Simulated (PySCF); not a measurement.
**The first ionisation energy along the third row**

Calculated with PySCF 2.14 from differences of total energies of unrestricted determinants, without spin-orbit coupling. Values in eV. The last column holds reference values (NIST; (s) semi-empirical, (t) theoretical, else measured). Unmarked ones compare directly (S terms, centres of terms, or small fine structure); those marked * lie between the lowest fine-structure levels and include a spin-orbit shift.

```
                                                                                 element               configurations  CCSD (valence)  MP2 (valence and next inner shell)  SCS-MP2 (valence and next inner shell)     PBE    PBE0  r2SCAN  reference
Mg (aug-cc-pCVTZ-DK with one added diffuse shell each of s, p, d, f type, spin-free X2C)          [Ne] 3s2 → [Ne] 3s1           7.535                               7.382                                   7.485   7.622   7.551   7.382      7.646
Al (aug-cc-pCVTZ-DK with one added diffuse shell each of s, p, d, f type, spin-free X2C)      [Ne] 3s2 3p1 → [Ne] 3s2           5.906                               5.794                                   5.783   6.061   6.079   6.151      5.977
 P (aug-cc-pCVTZ-DK with one added diffuse shell each of s, p, d, f type, spin-free X2C)  [Ne] 3s2 3p3 → [Ne] 3s2 3p2          10.417                              10.492                                  10.313  10.481  10.520  10.625     10.526
 S (aug-cc-pCVTZ-DK with one added diffuse shell each of s, p, d, f type, spin-free X2C)  [Ne] 3s2 3p4 → [Ne] 3s2 3p3          10.098                               9.998                                  10.074  10.420  10.393  10.363     10.336
Cl (aug-cc-pCVTZ-DK with one added diffuse shell each of s, p, d, f type, spin-free X2C)  [Ne] 3s2 3p5 → [Ne] 3s2 3p4          12.712                              12.771                                  12.766  12.962  12.943  12.990     12.974
Ar (aug-cc-pCVTZ-DK with one added diffuse shell each of s, p, d, f type, spin-free X2C)          [Ar] → [Ne] 3s2 3p5          15.535                              15.750                                  15.642  15.694  15.702  15.750     15.819
```

Fill in the row of Si (aug-cc-pCVTZ-DK with one added diffuse shell each of s, p, d, f type, spin-free X2C) ([Ne] 3s2 3p2 → [Ne] 3s2 3p1).

CCSD (valence) 8.066; MP2 (valence and next inner shell) 8.037; SCS-MP2 (valence and next inner shell) 7.951; PBE 8.187; PBE0 8.207; r2SCAN 8.308; reference 8.157 (eV).

"Valence" correlates the outer s and p shells and, in groups 3 to 12 and the f block, the outer d or f shell, open or full, or the next shell where the ion has no valence electron left; the wider scheme adds the next inner shell.
